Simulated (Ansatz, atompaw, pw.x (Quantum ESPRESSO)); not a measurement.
## Al: one change to the PAW (atompaw) potential, in the atom and in the bcc crystal

| Item | Value |
| --- | --- |
| Element | Al (Z = 13) |
| Generator | atompaw 4.2.0.5 |
| Type | PAW |
| Functional | LDA (PW92) |
| Relativity | scalar-relativistic |
| Frozen core | [Ne] |
| Valence charge | 3 |
| Reference configuration | 3s2 3p1 |
| Partial waves | 3s (bound): rc 2.05 bohr; 3s channel at -0.2 Ry: rc 2.05 bohr; 3p (bound): rc 2.35 bohr; 3p channel at 1.2 Ry: rc 2.35 bohr |
| Local potential | ultrasoft scheme with l = 2 at 0.5 Ry, radius 1.85 bohr |
| Core correction | smooth core density matched at 2.25 bohr |
| Augmentation charge | besselshape compensation charge, radius 2.25 bohr; PAW radius 2.35 bohr; waves and projectors: custom rrkj gramschmidtortho |

Change: all radii scaled by about 1.04 (s 2.12, p 2.44 bohr); local potential ultrasoft scheme with l = 2 at 0.5 Ry, radius 1.92 bohr; augmentation besselshape compensation charge, radius 2.34 bohr; PAW radius 2.44 bohr; waves and projectors: custom rrkj gramschmidtortho; core correction smooth core density matched at 2.34 bohr.

Cutoffs, loose and tight: the cutoffs (Ry, on a coarse ladder) from which the occupation-weighted sum of valence levels, in a spherical-Bessel basis at the reference potential, stays within 10 and 1 mRy of its value at 400 Ry. They see the waves and projectors alone, not the compensation charge or the core.

Crystal test: bcc Al in pw.x 7.5, no spin, 14³ k-points, Fermi–Dirac smearing 0.01 Ry, cutoffs set for each file from its atomic test. The reference is all-electron LAPW (Ansatz 0.2.0) with the same functional, mesh and smearing; V0 and B0 come from Birch–Murnaghan fits to the pressures at five volumes. Errors are pseudo minus all-electron; Δ is the rms difference of the E(V) curves that follow from these fits, minima aligned, over ±6 % about the mean V0. Mesh and smearing are coarse, so the numbers serve the comparison and aren't converged zero-temperature values; the lattice is a test structure that the element need not adopt.

All-electron: a0 = 3.191 Å (V0 = 16.24 Å³/atom), B0 = 73.6 GPa.

Q: Does the change bring the crystal closer to the all-electron result?

A: The mean pressure error goes from -0.85 to -1.06 GPa, so the change moves the solid further from the all-electron pressures.

| quantity | base | changed |
| --- | --- | --- |
| outcome (atom) | generated | generated |
| cutoff, loose (atom) | 6 Ry | 6 Ry |
| cutoff, tight (atom) | 10 Ry | 8 Ry |
| bound ghosts (atom) | none | none |
| cutoffs in pw.x (Ry) | 40/400 | 40/400 |
| a0 (Å) | 3.179 | 3.176 |
| a0 error (%) | -0.39 | -0.48 |
| B0 error (%) | +1.0 | +1.3 |
| Δ (meV/atom) | 3.0 | 3.8 |
| mean pressure error (GPa) | -0.85 | -1.06 |
